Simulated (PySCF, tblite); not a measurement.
C5H12O.
Bonds: C1–O2, O2–C3, C3–C4, C4–C5, C4–C6. Hydrogens: H7, H8, H9 on C1; H10, H11 on C3; H12 on C4; H13, H14, H15 on C5; H16, H17, H18 on C6.

Computed with GFN2-xTB (tblite), gas phase: nudged elastic band of 9 images (0 to 8), spring 0.2 eV/Å², climbing image at the end, force threshold 0.05 eV/Å. No saddle search or frequency run followed, so the top image need not be a first-order saddle, and its height can exceed the method's true barrier by a kcal/mol or more.

Path: rotation about C3–C4 (sp3 carbon bound to oxygen, sp3 CH carbon), followed by the dihedral O2–C3–C4–C5.

Image 0 (start, dihedral 64°):
```
atom  x, y, z in Å
C1      2.716    0.556    0.123
O2      1.398    0.464    0.591
C3      0.564   -0.287   -0.262
C4     -0.851   -0.317    0.318
C5     -1.435    1.093    0.351
C6     -1.735   -1.262   -0.489
H7      2.755    1.028   -0.868
H8      3.186   -0.434    0.056
H9      3.261    1.168    0.838
H10     0.551    0.163   -1.268
H11     0.956   -1.313   -0.357
H12    -0.771   -0.685    1.346
H13    -1.545    1.482   -0.659
H14    -0.773    1.750    0.907
H15    -2.411    1.089    0.829
H16    -1.328   -2.271   -0.488
H17    -2.735   -1.295   -0.065
H18    -1.811   -0.923   -1.521
```

Image 8 (end, 0.000 eV, dihedral 172°):
```
atom  x, y, z in Å
C1      2.773   -0.160    0.040
O2      1.464   -0.384    0.484
C3      0.510    0.413   -0.180
C4     -0.880    0.088    0.368
C5     -1.914    1.062   -0.190
C6     -1.250   -1.355    0.035
H7      3.084    0.878    0.217
H8      2.873   -0.374   -1.032
H9      3.416   -0.833    0.605
H10     0.740    1.480   -0.024
H11     0.544    0.217   -1.264
H12    -0.834    0.195    1.456
H13    -1.940    1.006   -1.277
H14    -1.680    2.085    0.096
H15    -2.903    0.817    0.190
H16    -0.477   -2.023    0.405
H17    -2.197   -1.623    0.497
H18    -1.338   -1.484   -1.042
```

Problem. What do the inner images look like?

Solution. 
Image 1: +0.010 eV, dihedral 76°
```
atom  x, y, z in Å
C1      2.747    0.482    0.163
O2      1.430    0.380    0.630
C3      0.554   -0.203   -0.307
C4     -0.845   -0.275    0.306
C5     -1.494    1.107    0.289
C6     -1.706   -1.299   -0.426
H7      2.805    1.109   -0.737
H8      3.166   -0.505   -0.074
H9      3.326    0.939    0.962
H10     0.538    0.396   -1.232
H11     0.909   -1.214   -0.568
H12    -0.719   -0.593    1.345
H13    -1.663    1.429   -0.736
H14    -0.843    1.826    0.779
H15    -2.450    1.093    0.808
H16    -1.248   -2.285   -0.382
H17    -2.689   -1.356    0.033
H18    -1.827   -1.024   -1.472
```

Image 2: +0.037 eV, dihedral 89°
```
atom  x, y, z in Å
C1      2.777    0.394    0.183
O2      1.467    0.277    0.665
C3      0.548   -0.113   -0.330
C4     -0.844   -0.223    0.301
C5     -1.569    1.118    0.229
C6     -1.659   -1.329   -0.362
H7      2.847    1.157   -0.603
H8      3.141   -0.559   -0.225
H9      3.397    0.685    1.028
H10     0.546    0.626   -1.148
H11     0.855   -1.081   -0.757
H12    -0.687   -0.483    1.353
H13    -1.764    1.382   -0.809
H14    -0.958    1.896    0.678
H15    -2.519    1.077    0.756
H16    -1.151   -2.286   -0.264
H17    -2.635   -1.409    0.109
H18    -1.802   -1.122   -1.421
```

Image 3: +0.065 eV, dihedral 103°
```
atom  x, y, z in Å
C1      2.801    0.298    0.189
O2      1.497    0.158    0.683
C3      0.542   -0.021   -0.339
C4     -0.845   -0.170    0.301
C5     -1.644    1.124    0.166
C6     -1.603   -1.351   -0.298
H7      2.887    1.174   -0.467
H8      3.114   -0.590   -0.375
H9      3.451    0.425    1.053
H10     0.567    0.842   -1.025
H11     0.797   -0.916   -0.927
H12    -0.672   -0.369    1.363
H13    -1.851    1.330   -0.882
H14    -1.083    1.957    0.582
H15    -2.593    1.054    0.694
H16    -1.045   -2.272   -0.148
H17    -2.575   -1.457    0.178
H18    -1.756   -1.210   -1.367
```

Image 4 (top): +0.079 eV, dihedral 117°
```
atom  x, y, z in Å
C1      2.816    0.200    0.183
O2      1.516    0.031    0.679
C3      0.536    0.072   -0.335
C4     -0.849   -0.116    0.306
C5     -1.716    1.124    0.102
C6     -1.539   -1.366   -0.234
H7      2.925    1.165   -0.330
H8      3.082   -0.599   -0.522
H9      3.486    0.166    1.040
H10     0.597    1.036   -0.864
H11     0.737   -0.721   -1.072
H12    -0.673   -0.252    1.377
H13    -1.919    1.272   -0.957
H14    -1.210    2.006    0.486
H15    -2.666    1.024    0.622
H16    -0.933   -2.246   -0.032
H17    -2.508   -1.500    0.242
H18    -1.690   -1.289   -1.309
```

Image 5: +0.071 eV, dihedral 131°
```
atom  x, y, z in Å
C1      2.819    0.103    0.163
O2      1.522   -0.094    0.654
C3      0.529    0.162   -0.315
C4     -0.854   -0.064    0.316
C5     -1.779    1.117    0.035
C6     -1.469   -1.374   -0.170
H7      2.958    1.132   -0.196
H8      3.043   -0.585   -0.662
H9      3.500   -0.087    0.990
H10     0.630    1.198   -0.675
H11     0.677   -0.503   -1.181
H12    -0.689   -0.137    1.395
H13    -1.965    1.208   -1.033
H14    -1.331    2.042    0.390
H15    -2.734    0.989    0.540
H16    -0.821   -2.208    0.084
H17    -2.438   -1.534    0.296
H18    -1.607   -1.357   -1.250
```

Image 6: +0.045 eV, dihedral 145°
```
atom  x, y, z in Å
C1      2.812    0.011    0.131
O2      1.514   -0.210    0.609
C3      0.521    0.248   -0.281
C4     -0.860   -0.014    0.330
C5     -1.833    1.105   -0.034
C6     -1.396   -1.375   -0.106
H7      2.992    1.077   -0.063
H8      2.996   -0.545   -0.797
H9      3.495   -0.337    0.903
H10     0.665    1.326   -0.464
H11     0.622   -0.268   -1.250
H12    -0.722   -0.028    1.416
H13    -1.990    1.137   -1.109
H14    -1.442    2.067    0.288
H15    -2.795    0.951    0.450
H16    -0.713   -2.161    0.204
H17    -2.369   -1.563    0.343
H18    -1.504   -1.416   -1.189
```

Image 7: +0.016 eV, dihedral 159°
```
atom  x, y, z in Å
C1      2.797   -0.075    0.086
O2      1.495   -0.310    0.549
C3      0.514    0.331   -0.234
C4     -0.870    0.033    0.349
C5     -1.876    1.086   -0.105
C6     -1.323   -1.371   -0.041
H7      3.028    0.999    0.070
H8      2.940   -0.475   -0.925
H9      3.471   -0.579    0.776
H10     0.700    1.418   -0.237
H11     0.575   -0.021   -1.277
H12    -0.771    0.075    1.438
H13    -1.994    1.059   -1.186
H14    -1.542    2.081    0.179
H15    -2.847    0.910    0.351
H16    -0.615   -2.104    0.332
H17    -2.303   -1.585    0.381
H18    -1.386   -1.467   -1.124
```

The largest changes of bonds and angles from start to top: C3–C4 1.529 → 1.537 Å, C3–C4–H12 107.2 → 106.1°, C6–C4–H12 109.3 → 108.5°, C4–C3–H10 110.1 → 110.9°. GFN2-xTB torsional profiles can miss by a kcal/mol or more and can put conformers in the wrong order.

Problem. What do single points at PBE0/pcSseg-1 (PySCF, no dispersion term) give on some images?

Solution. 
```tsv
image	GFN2-xTB E (eV)	DFT E (eV)	HOMO (eV)	LUMO (eV)	dipole (D)
0	0.000	0.000	-7.30	1.54	1.15
2	0.037	0.083	-7.27	1.56	1.12
4	0.079	0.163	-7.24	1.57	1.10
6	0.045	0.097	-7.26	1.56	1.12
8	0.000	0.002	-7.30	1.55	1.15
```

Energies count from image 0 at each level. At the GFN2-xTB top the DFT energy is 3.8 kcal/mol against 1.8; the geometries weren't optimised at the DFT level.

What follows is the cost of the whole band run. The run took 3.8 s on Arm Neoverse N1, one thread, shared host with 64 logical CPUs at a one-minute load of 46, and the process peaked at 0.18 GiB of memory.
